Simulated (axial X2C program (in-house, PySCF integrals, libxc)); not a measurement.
Correcting the dissociation energy of OF for spin–orbit coupling

A spin-free PBE0 curve (one-electron X2C) was computed with an in-house relativistic program for diatomic molecules, basis F dyall-av3z [7s6p3d2f], O dyall-av3z [7s6p3d2f] (cores contracted in-house), for the state M_S = 1/2, Λ = 1 (beyond evenly filled blocks: π+α, π+β, π-α). It gives D0 = 2.157 eV to F + O, which in a spin-free picture are the weighted means of the ground terms.

Measured levels of the ground terms (NIST Handbook of Basic Atomic Spectroscopic Data), in cm⁻¹: F 2P: J = 3/2 at 0, J = 1/2 at 404.1; O 3P: J = 2 at 0, J = 1 at 158.3, J = 0 at 227.

The two components of the molecular doublet are 196 cm⁻¹ apart in the PBE0 2c search (Ω = 3/2 lower), so the lower one lies 98 cm⁻¹ under their mean.

Task: How far does each ground level lie under the (2J+1)-weighted mean of its term?

Result: F: (4 × 0 + 2 × 404.1)/6 = 135 cm⁻¹; O: (5 × 0 + 3 × 158.3 + 1 × 227)/9 = 78 cm⁻¹.

Task: Correct D0.

Result: D0 = 2.157 + (98 − 213)/8065.5 = 2.143 eV at PBE0 with these spin–orbit terms.

Second-order spin–orbit effects in the molecule, which grow quickly with Z, are left out. The state is one determinant whose occupation by symmetry is held fixed; it was picked as the lowest of a PBE0 search that is not exhaustive. Dissociation energies refer to the lowest single-determinant-based atoms at the same level and basis. Without a current term, density functionals place determinants with orbital angular momentum somewhat too high. Under one Hamiltonian the search converged a single determinant, so lower ones may well exist.
